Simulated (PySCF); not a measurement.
# Working with the constants of MgC

PBE0 constants of MgC, ³Π (triplet), unpaired electrons σ ↑, π ↑, a second solution, started from another occupation (PySCF, spin-free X2C with a Gaussian nucleus, basis sets Mg x2c-SVPall, C x2c-SVPall; masses 23.9850 and 12.0000 u):

* ωe: 332.9 cm⁻¹
* ωexe: 7.42 cm⁻¹
* Be: 0.37976 cm⁻¹
* αe: 0.00824 cm⁻¹

Problem. What force constant and bond length do these constants imply?

Solution. Reduced mass μred = 7.9983 u; k = 5.8918×10⁻⁷·μred·ωe² (u, cm⁻¹, mdyn/Å) = 0.522 mdyn/Å; Re = √(16.8576/(μred·Be)) (u, cm⁻¹, Å) = 2.356 Å.

Problem. Estimate the centrifugal constant D from the Kratzer relation and find the Dunham coefficient a1.

Solution. D = 4Be³/ωe² = 1.98e-06 cm⁻¹; a1 = −1 − αeωe/(6Be²) = -4.17.
